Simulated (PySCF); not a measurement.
```xyz
4

Cl     2.0450    -0.2964    -0.0012
Al    -0.0091     0.0008     0.0010
Cl    -0.7780     1.9285     0.0006
Cl    -1.2948    -1.6285    -0.0002
```

Charge 0, multiplicity 1.

Question: Give the Mulliken and meta-Löwdin atomic charges from TPSSh-D3(BJ)/def2-TZVP in PySCF 2.14.0.

Answer: 
| atom | Mulliken (e) | meta-Löwdin (e) |
|---|---|---|
| Cl1 | -0.21 | -0.30 |
| Al2 | 0.63 | 0.89 |
| Cl3 | -0.21 | -0.30 |
| Cl4 | -0.21 | -0.30 |
